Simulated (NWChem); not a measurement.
The numbers come from NWChem runs, not from measurements. System: CH₃, charge 0, spin multiplicity 2, at a geometry optimised with UB3LYP/def2-SVP. The structure started from a generated list of species. Its SCF solution wasn't tested for a lower state. Level: ROCCSD(T)/def2-TZVP, 1 core orbitals frozen.

Input file:

```
start mol
memory heap 100 mb stack 700 mb global 1900 mb
geometry units angstroms nocenter noautoz
  C      0.000000     0.000000     0.000001
  H      0.000000     0.000000     1.090798
  H     -0.944657     0.000000    -0.545403
  H      0.944657     0.000000    -0.545403
  symmetry group C2v
end
basis spherical
  * library def2-tzvp
end
scf
  rohf
  nopen 1
  maxiter 100
  thresh 1e-7
  semidirect memsize 60000000 filesize 0
  # guess.movecs holds the orbitals of an unrestricted PBE0 run
  vectors input guess.movecs output mol.movecs
end
tce
  freeze core 1
  ccsd(t)
  2eorb
  2emet 13
  thresh 1e-6
  maxiter 100
  tilesize 24
end
task tce energy
```

NWChem printed:

```
             Northwest Computational Chemistry Package (NWChem) 7.3.0
             --------------------------------------------------------

                                NWChem Input Module
                                -------------------

 Scaling coordinates for geometry "geometry" by  1.889725989
 (inverse scale =  0.529177249)

 Turning off AUTOSYM since
 SYMMETRY directive was detected!

                             Geometry "geometry" -> ""
                             -------------------------

 Output coordinates in angstroms (scale by  1.889725989 to convert to a.u.)

  No.       Tag          Charge          X              Y              Z
 ---- ---------------- ---------- -------------- -------------- --------------
    1 C                    6.0000     0.00000000     0.00000000     0.00000100
    2 H                    1.0000     0.00000000     0.00000000     1.09079800
    3 H                    1.0000    -0.94465700     0.00000000    -0.54540300
    4 H                    1.0000     0.94465700     0.00000000    -0.54540300

 Effective nuclear repulsion energy (a.u.)       9.5725784505

            Nuclear Dipole moment (a.u.)
            ----------------------------
        X                 Y               Z
 ---------------- ---------------- ----------------
     0.0000000000     0.0000000000    -0.0000037795

      Symmetry information
      --------------------

 Group name             C2v
 Group number             16
 Group order               4
 No. of unique centers     3

      Symmetry unique atoms

     1    2    3


 Summary of "ao basis" -> "" (spherical)
 ------------------------------------------------------------------------------
       Tag                 Description            Shells   Functions and Types
 ---------------- ------------------------------  ------  ---------------------
 *                         def2-tzvp                  on all atoms

 Summary of "ao basis" -> "ao basis" (spherical)
 ------------------------------------------------------------------------------
       Tag                 Description            Shells   Functions and Types
 ---------------- ------------------------------  ------  ---------------------
 C                         def2-tzvp                11       31   5s3p2d1f
 H                         def2-tzvp                 4        6   3s1p

                                 NWChem SCF Module
                                 -----------------

  ao basis        = "ao basis"
  functions       =    49
  atoms           =     4
  closed shells   =     4
  open shells     =     1
  charge          =   0.00
  wavefunction    = ROHF
  use symmetry    = T
  symmetry adapt  = T

 Summary of "ao basis" -> "ao basis" (spherical)
 ------------------------------------------------------------------------------
       Tag                 Description            Shells   Functions and Types
 ---------------- ------------------------------  ------  ---------------------
 C                         def2-tzvp                11       31   5s3p2d1f
 H                         def2-tzvp                 4        6   3s1p

      Symmetry analysis of basis
      --------------------------

        a1         23
        a2          4
        b1         13
        b2          9

 Forming initial guess at       0.1s

      Symmetry analysis of molecular orbitals - initial
      -------------------------------------------------

  Numbering of irreducible representations:

     1 a1          2 a2          3 b1          4 b2
[...]
    40      2.811382  3 H  s                 46     -2.811382  4 H  s
    12      1.966595  1 C  px                39     -0.442188  3 H  s
    45      0.442188  4 H  s                  6      0.187709  1 C  px

 center of mass
 --------------
 x =   0.00000000 y =   0.00000000 z =   0.00000050

 moments of inertia (a.u.)
 ------------------
           6.423398222843           0.000000000000           0.000000000000
           0.000000000000          12.846740854204           0.000000000000
           0.000000000000           0.000000000000           6.423342631361

  Mulliken analysis of the total density
  --------------------------------------

    Atom       Charge   Shell Charges
 -----------   ------   -------------------------------------------------------
    1 C    6     6.40   0.85  1.12  0.50  0.70  0.15  1.19  1.35  0.51  0.01  0.02  0.00
    2 H    1     0.87   0.26  0.49  0.09  0.02
    3 H    1     0.87   0.26  0.49  0.09  0.02
    4 H    1     0.87   0.26  0.49  0.09  0.02

 Mulliken analysis of the open-shell density
 -------------------------------------------

    Atom       Charge   Shell Charges
 -----------   ------   -------------------------------------------------------
    1 C    6     0.98   0.00 -0.00  0.00 -0.00  0.00  0.33  0.41  0.24 -0.00  0.00  0.00
    2 H    1     0.01   0.00  0.00  0.00  0.01
    3 H    1     0.01   0.00  0.00 -0.00  0.01
    4 H    1     0.01   0.00  0.00 -0.00  0.01

       Multipole analysis of the density wrt the origin
       ------------------------------------------------

     L   x y z        total         open         nuclear
     -   - - -        -----         ----         -------
     0   0 0 0     -0.000000     -1.000000      9.000000

     1   1 0 0      0.000000      0.000000      0.000000
     1   0 1 0      0.000000      0.000000      0.000000
     1   0 0 1     -0.000000     -0.000002     -0.000004

     2   2 0 0     -5.367534     -0.900430      6.373470
     2   1 1 0     -0.000000      0.000000      0.000000
     2   1 0 1      0.000000      0.000000      0.000000
     2   0 2 0     -6.777956     -2.596374      0.000000
     2   0 1 1     -0.000000     -0.000000      0.000000
     2   0 0 2     -5.367508     -0.900430      6.373525

                   NWChem Extensible Many-Electron Theory Module
                   ---------------------------------------------


            General Information
            -------------------
      Number of processors :     1
         Wavefunction type : Restricted open-shell Hartree-Fock
          No. of electrons :     9
           Alpha electrons :     5
            Beta electrons :     4
           No. of orbitals :    98
            Alpha orbitals :    49
             Beta orbitals :    49
        Alpha frozen cores :     1
         Beta frozen cores :     1
     Alpha frozen virtuals :     0
      Beta frozen virtuals :     0
         Spin multiplicity : doublet
    Number of AO functions :    49
       Number of AO shells :    23
        Use of symmetry is : on
      Symmetry adaption is : on
         Schwarz screening : 0.10D-09

          Correlation Information
          -----------------------
          Calculation type : Coupled-cluster singles & doubles w/ perturbation
   Perturbative correction : (T)
            Max iterations :      100
        Residual threshold : 0.10D-05
     T(0) DIIS level shift : 0.00D+00
     L(0) DIIS level shift : 0.00D+00
     T(1) DIIS level shift : 0.00D+00
     L(1) DIIS level shift : 0.00D+00
     T(R) DIIS level shift : 0.00D+00
     T(I) DIIS level shift : 0.00D+00
   CC-T/L Amplitude update :  5-th order DIIS
                I/O scheme : Global Array Library
        L-threshold :  0.10D-05
        EOM-threshold :  0.10D-05
 no EOMCCSD initial starts read in
 TCE RESTART OPTIONS
 SLICE:      F
 D4D5:       F
 quantumc:   F
 qrotation:  F
 pwtce:      F
 qducc:      F
 nacto:                         0
 nrotv:                         0
 nrot:                          0

            Memory Information
            ------------------
          Available GA space size is     249031998 doubles
          Available MA space size is     104853980 doubles

 Maximum block size supplied by input
 Maximum block size        24 doubles

 tile_dim =     20

 -------------------------------------------------

 Global array virtual files algorithm will be used

 Parallel file system coherency ......... OK

 4-electron integrals stored in orbital form

 v2    file size   =           487656
 4-index algorithm nr.  13 is used
 imaxsize =       30
 imaxsize ichop =        0


CCSD iterations
 ---------------------------------------------------------
 Iter          Residuum       Correlation     Cpu    Wall
 ---------------------------------------------------------
    1   0.1053366279350  -0.1591372696991     0.2     0.2
    2   0.0290655228582  -0.1722735534807     0.2     0.2
    3   0.0103062505784  -0.1752502765892     0.2     0.2
    4   0.0040662915500  -0.1760854246002     0.2     0.2
    5   0.0017147122740  -0.1763727000772     0.2     0.2
    6   0.0002464289075  -0.1765596531956     0.2     0.2
    7   0.0000864610357  -0.1765541878629     0.2     0.2
    8   0.0000400012351  -0.1765536506757     0.2     0.2
    9   0.0000197328048  -0.1765535816579     0.2     0.2
   10   0.0000101136855  -0.1765535610059     0.2     0.2
   11   0.0000017243201  -0.1765535815559     0.2     0.2
   12   0.0000005451472  -0.1765536588841     0.2     0.2
 -----------------------------------------------------------------
 Iterations converged
 CCSD correlation energy / hartree =        -0.176553658884148
 CCSD total energy / hartree       =       -39.749029238345251

 Singles contributions

 Doubles contributions
 CCSD(T)
 Using plain CCSD(T) code
             total no. of tasks          365
 total no. of tasks / no. procs          365
                         wl_min            8           1.4
                         wl_max        64000           6.3
        thresh for no. of tasks          365

 CCSD[T]  correction energy / hartree =        -0.004653210333152
 CCSD[T] correlation energy / hartree =        -0.181206869217300
 CCSD[T] total energy / hartree       =       -39.753682448678404
 CCSD(T)  correction energy / hartree =        -0.004567349427876
 CCSD(T) correlation energy / hartree =        -0.181121008312024
 CCSD(T) total energy / hartree       =       -39.753596587773124

 Task  times  cpu:        4.6s     wall:        4.6s

 Total times  cpu:        4.7s     wall:        4.7s
```
